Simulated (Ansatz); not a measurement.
Wavefunction methods compared: hydrogen fluoride (charge +1), doublet

Program: Ansatz, Gaussian basis, development build; BCCD by scripts on PySCF. Nonrelativistic, 6-31G, 1 core orbital frozen. Perturbation and coupled-cluster methods stand on the Hartree–Fock determinant that coupled cluster favours; RHF here means ROHF, with semicanonical perturbation theory. The state met can change along the bond. A minimal or small basis: far from the basis limit.

Correlation energy of CCSD(T), then each method's total less that of CCSD(T), in eV:

```
       case  E corr CCSD(T)    CCSD    BCCD  BCCD(T)   determinant
1.350 Å RHF          -2.784  +0.030  +0.041    0.000             –
1.650 Å RHF          -2.749  +0.036  +0.051   +0.001             –
1.650 Å UHF          -2.700  +0.036  +0.050   +0.001  ⟨S²⟩ = 0.767
1.850 Å RHF          -2.672  +0.034  +0.050   +0.001             –
2.650 Å RHF          -2.401  +0.014  +0.021   -0.001             –
2.650 Å UHF          -2.381  +0.014  +0.022   -0.001  ⟨S²⟩ = 0.752
```

Q: How far does full CI lie from CCSD(T) in each case, and where is CCSD(T) within 1 kcal/mol (0.043 eV)?

A: 1.350 Å RHF: -0.006 eV (within); 1.650 Å RHF: -0.005 eV (within); 1.650 Å UHF: -0.005 eV (within); 1.850 Å RHF: -0.005 eV (within); 2.650 Å RHF: -0.005 eV (within); 2.650 Å UHF: -0.005 eV (within).
